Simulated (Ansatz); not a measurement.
Ansatz (a first-principles code) input (CCSD(T)/aug-cc-pVDZ):

Ansatz 0.2 input:
```yaml
crystal:
  periodic: [false, false, false]
  atoms:
    - {symbol: C, position_ang: [0.13152232, 0.38672480, 0.01599482]}
    - {symbol: C, position_ang: [1.26715633, -0.26934746, -0.00652910]}
    - {symbol: F, position_ang: [-1.14692546, -0.29258346, -0.01565564]}
    - {symbol: H, position_ang: [-0.14655768, 1.44553984, 0.05762139]}
    - {symbol: H, position_ang: [2.07681501, 0.48344726, 0.02648506]}
basis:
  gaussian:
    orbitals: aug-cc-pVDZ
total_charge: -1
magnetization: {spin_polarized: false}
correlation: {method: ccsd_t, electrons: outside_noble_gas}
output: {forces: true}
```

Output:

```
Functional definition: HF
integrals: 0.09 GiB planned
855 factors; integrals over basis functions are off by at most 8.4e-4 eV
mean field: 0.19 GiB planned
mean field evaluation 1: about -4792.9507 eV, gradient 3.5e1 eV
mean field evaluation 2: about -4792.9516 eV, gradient 3.5e1 eV
mean field evaluation 4: about -4796.1825 eV, gradient 3.0e0 eV
mean field evaluation 8: about -4796.2615 eV, gradient 1.4e-1 eV
mean field evaluation 16: about -4796.2513 eV, gradient 8.8e-1 eV
mean field -4796.26162418 eV, -176.2593636658 hartree, gradient 1.2e-6 eV, S^2 0.000000; 0 other end points of the search recorded, 0 dependent functions left out
3 core orbitals not correlated
reference -4796.26162418 eV, -176.2593636658 hartree; 9, 9 occupied and 75, 75 virtual orbitals, 855 factors
densities: 0.40 GiB planned
second order -13.46753120 eV of doubles, -0.00000000 eV of singles
coupled cluster: 0.28 GiB planned
cycle   1  -13.52677032 eV  change   -5.9e-2 eV  update   1.0e-1
cycle   2  -13.90147424 eV  change   -3.7e-1 eV  update   3.3e-2
cycle   3  -14.01058421 eV  change   -1.1e-1 eV  update   2.0e-2
cycle   4  -14.00830078 eV  change    2.3e-3 eV  update   7.2e-3
cycle   5  -14.00321064 eV  change    5.1e-3 eV  update   3.9e-3
cycle   6  -14.00410095 eV  change   -8.9e-4 eV  update   1.5e-3
cycle   7  -14.00414513 eV  change   -4.4e-5 eV  update   7.3e-4
cycle   8  -14.00388172 eV  change    2.6e-4 eV  update   3.5e-4
cycle   9  -14.00389752 eV  change   -1.6e-5 eV  update   1.8e-4
cycle  10  -14.00396488 eV  change   -6.7e-5 eV  update   7.3e-5
cycle  11  -14.00391674 eV  change    4.8e-5 eV  update   3.6e-5
cycle  12  -14.00393237 eV  change   -1.6e-5 eV  update   1.6e-5
cycle  13  -14.00394096 eV  change   -8.6e-6 eV  update   6.4e-6
cycle  14  -14.00394421 eV  change   -3.2e-6 eV  update   3.0e-6
perturbative correction -0.53426938 eV, -0.0196340374 hartree
the calculation of the forces begins
Total energy: -4810.79983777 eV, -176.7936331608 hartree
Atom 0 at     0.131522     0.386725     0.015995 Å, force    -1.264139     0.738267     0.025393 eV/Å
Atom 1 at     1.267156    -0.269347    -0.006529 Å, force     1.373106    -1.252618    -0.045702 eV/Å
Atom 2 at    -1.146925    -0.292583    -0.015656 Å, force    -0.374263    -0.243167    -0.011047 eV/Å
Atom 3 at    -0.146558     1.445540     0.057621 Å, force    -0.050176     0.463795     0.018477 eV/Å
Atom 4 at     2.076815     0.483447     0.026485 Å, force     0.315472     0.293723     0.012880 eV/Å
Dipole moment:    -0.539230     0.632301     0.023592 e Å
```

It need not be the lowest isomer of its formula. Whether it binds its extra electron was not tested at this geometry.
